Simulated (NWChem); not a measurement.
# A calculation on ethanethiol (C₂H₆S)

SMILES: SCC
```xyz
9

C     -1.4828     0.7695    -0.2516
C     -0.5455    -0.4169    -0.4453
S      1.0731    -0.2620     0.4140
H     -2.4515     0.5831    -0.7462
H     -1.0578     1.6896    -0.6849
H     -1.6694     0.9573     0.8169
H     -0.9823    -1.3347    -0.0205
H     -0.3658    -0.6174    -1.5131
H      1.5270     0.7979    -0.2957
```
Charge 0, spin multiplicity 1.

Program: NWChem. The geometry was optimised at B3LYP/def2-SVP, a minimum by its harmonic frequencies. It is one conformer; others weren't searched.

Symmetry labels belong to the abelian group C1 used in the runs, with the axes of the coordinates shown.

The Pople sets run with spherical d functions.

### Question
List the lowest 3 singlet excitations that CIS/6-31+G* (spherical d) gives, with oscillator strengths.

### Answer
```
state  symmetry  energy (eV)  wavelength (nm)      f
-----  --------  -----------  ---------------  -----
1             a         5.98              207  0.009
2             a         6.89              180  0.048
3             a         7.91              157  0.037
```
